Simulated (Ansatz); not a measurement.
Total energies of C2H7Al (`[CH3][AlH][CH3]`).

```xyz
10

C    -0.407   -0.369   -1.638
Al    0.653    0.289   -0.133
C    -0.008    0.168    1.702
H    -0.700   -1.413   -1.486
H     0.111   -0.299   -2.597
H    -1.342    0.198   -1.724
H     2.080    0.954   -0.386
H    -0.968   -0.348    1.785
H     0.710   -0.350    2.345
H    -0.130    1.169    2.132
```

Charge 0, multiplicity 1. All single points use the PBE0-D4/def2-TZVP geometry. Basis def2-TZVPP, the Gaussian-basis code of Ansatz.

RPA on PBE orbitals: Hartree–Fock energy of these orbitals -321.73705 Eh, correlation -0.80099 Eh (frozen core).

```csv
functional,energy without D4 (Eh),D4 term (kJ/mol)
LDA (SPW92),-321.04313,–
PBE,-322.62934,-13.1
BLYP,-322.84114,-28.7
B97M-V,-322.84029,–
PBE0,-322.67226,-11.0
B3LYP,-322.92712,-21.0
r2SCANh,-322.80633,-3.5
HSE06 (plane-wave form),-322.66050,-10.3
BHLYP,-322.84087,-16.1
CAM-B3LYP,-322.84799,-11.2
ωB97X-V,-322.82841,–
ωB97M-V,-322.81516,–
B2PLYP,-322.69287,–
PBE-QIDH,-322.57403,–
```

Problem. Give the same for revPBE, r2SCAN, r2SCAN0, LC-ωPBE. (Estimate.)

Solution. Ansatz gave: 
```tsv
functional	energy without D4 (Eh)	D4 term (kJ/mol)
revPBE	-322.81330	-40.8
r2SCAN	-322.81051	-3.3
r2SCAN0	-322.80064	-3.8
LC-ωPBE	-322.76338	–
```

B3LYP takes the VWN-RPA correlation (the form of Gaussian; ORCA's B3LYP/G). HSE06 is the plane-wave form, built on full-range PBE exchange. The double hybrids freeze the cores in their second-order part.

LC-ωPBE has ω = 0.4 bohr⁻¹.
